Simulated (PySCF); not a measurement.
# Electronic absorption of C3H7P

C₃H₇P.
SMILES with atom numbers: `[H]/[P:4]=[CH:3]\[CH2:2][CH3:1]` (hydrogens: H5, H6, H7 on C1; H8, H9 on C2; H10 on C3; H11 on P4)

Geometry (PBE0-D3(BJ)/def2-SVP, Å), atoms numbered from 1 in this order:
```
atom  x, y, z in Å
C1    -1.3511   -0.3842   -0.0894
C2     0.1525   -0.4315   -0.3510
C3     0.8258    0.8746   -0.0875
P4     2.0340    1.2773    0.9979
H5    -1.8410    0.3910   -0.6992
H6    -1.5585   -0.1577    0.9674
H7    -1.8225   -1.3488   -0.3315
H8     0.3228   -0.7026   -1.4103
H9     0.6209   -1.2244    0.2539
H10    0.4487    1.7132   -0.6936
H11    2.2065   -0.0335    1.5664
```

Computed, not measured: TDDFT wB97X-D/def2-SVPD, vertical, gas phase, core orbitals frozen in the response (PySCF 2.14.0, density-fitted response routines).

```
state  λ (nm)  E (eV)       f   main configurations (H = HOMO, L = LUMO)
   S1   255.2    4.86  0.0070                                H-1→L (98%)
   S2   222.6    5.57   0.309                                  H→L (95%)
   S3   188.2    6.59  0.0016                   H-2→L (71%), H-4→L (13%)
   S4   182.6    6.79   0.018       H→L+1 (50%), H→L+2 (36%), H-2→L (8%)
   S5   162.8    7.61   0.050      H→L+2 (31%), H→L+1 (31%), H→L+4 (22%)
   S6   160.0    7.75   0.111               H-1→L+1 (62%), H-1→L+2 (26%)
   S7   159.0    7.80  0.0014       H-3→L (68%), H-2→L (10%), H-4→L (9%)
   S8   151.4    8.19  0.0091                   H→L+3 (74%), H→L+5 (16%)
   S9   149.6    8.29  0.0087                   H-4→L (66%), H-3→L (14%)
  S10   146.0    8.49   0.032  H-1→L+2 (26%), H→L+5 (18%), H-1→L+4 (13%)
```

Triplets, Tamm–Dancoff:

```tsv
state	E (eV)	λ (nm)	main configurations (H = HOMO, L = LUMO)
T1	2.94	421.7	H→L (97%)
T2	4.01	309.0	H-1→L (98%)
T3	6.20	200.0	H-2→L (68%), H-4→L (17%)
T4	6.45	192.1	H-1→L+2 (50%), H-1→L+1 (31%)
```

The lowest singlet lies at 4.86 eV (255 nm, ultraviolet) and is weak; its leading configuration is HOMO-1→LUMO (98%). The strongest level in the table is S2 at 5.57 eV (223 nm, f = 0.309). Löwdin shares by element: HOMO carbon 46% or more, phosphorus 40%; LUMO phosphorus 46%, carbon 40% or more, hydrogen 6% or more. The oscillator strengths of these states sum to 0.547; summed over the whole spectrum of an exact calculation they would give the number of electrons, 40 (Thomas–Reiche–Kuhn). The listed states span 3.63 eV, and the widest gap between neighbours is 1.02 eV (S2 to S3). Orbital energies (eV): HOMO-3 -12.26, HOMO-2 -11.54, HOMO-1 -9.64, HOMO -9.09, LUMO 0.26, LUMO+1 2.38, LUMO+2 2.83. All these states lie below the vertical ionisation energy of 9.43 eV (ΔSCF). Only the lowest 10 singlets were computed, as vertical energies without vibronic structure.

One conformer stands for the species.
